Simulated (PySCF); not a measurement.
Species: C5H6N (doublet state).
Geometry (GFN2-xTB, Å), atoms numbered from 1 in this order:
```
atom  x, y, z in Å
C1     2.716   -0.601    0.702
C2     1.612    0.029    0.295
C3     0.609    0.639   -0.092
C4    -0.554    1.277   -0.503
N5    -1.759    0.845   -0.424
C6    -2.048   -0.433    0.134
H7     2.661   -1.580    1.148
H8     3.686   -0.149    0.594
H9    -0.436    2.263   -0.944
H10   -2.726   -0.284    0.978
H11   -2.592   -1.012   -0.616
H12   -1.167   -0.996    0.467
```

The hyperfine couplings belong to this conformer and change with its torsions.

Identity: `[CH2]C#C/C=N\C` [radical].

Computed, not measured: PySCF, UKS B3LYP, pcH-1 on C H N, non-relativistic, mean-field spin-orbit, GIAO. Isolated species at its GFN2-xTB geometry, gas phase. Couplings are sensitive to structure, and on GFN2-xTB geometries they can be far from those on DFT ones. Stability of the SCF solution: not tested. ⟨S²⟩ is 0.787 where a pure state has 0.75.

Q: Match the computed a_iso(13C) values -58.2, +53.0, +45.4, -33.9, -11.6 MHz with the sites C1; C2; C3; C4; C6.

A: 
| site | a_iso (MHz) | ρ(0) (bohr⁻³) | position | distance from C1 (Å) | spin population | largest \|T\| (MHz) |
| --- | --- | --- | --- | --- | --- | --- |
| C1 | +53.0 | +0.0472 | largest spin population | 0.00 | +0.65 | 99.0 |
| C2 | -58.2 | -0.0518 | 1 bond from C3 | 1.33 | -0.25 | 23.1 |
| C3 | +45.4 | +0.0404 | a main spin site | 2.57 | +0.49 | 72.0 |
| C4 | -33.9 | -0.0302 | 1 bond from C3 | 3.96 | -0.18 | 23.2 |
| C6 | -11.6 | -0.0103 | 3 bonds from C3 | 4.80 | -0.02 | 1.0 |

ρ(0) is the spin density at the nucleus and T the dipolar tensor; entries for several nuclei are means. The Mulliken spin populations are largest on C1 (+0.65), C3 (+0.49), N5 (+0.32) and C2 (-0.25). Three atoms exceed +0.15. The angles at C1 add up to 360.0°, so it is planar; its axial dipolar tensor and the negative couplings of its protons fit spin in a p orbital normal to that plane. Main spin sites, with 60 % or more of the largest population: C1, C3; positions count bonds from the nearest.

Means are taken over nuclei equivalent by connectivity, which assumes that they swap fast. H7 and H8 aren't averaged: C1 is flat or nearly so (angle sum 360°), and its turn about the short C1–C2 bond (1.33 Å) is taken as slow. The three 1H nuclei of mean +26.5 MHz run from -0.3 to 40.5 MHz in the frozen geometry.

Hardware: one thread of an Arm Neoverse V2, shared host. Cost: 28 s wall (grids of density and orbitals included), 0.72 GiB resident at most.
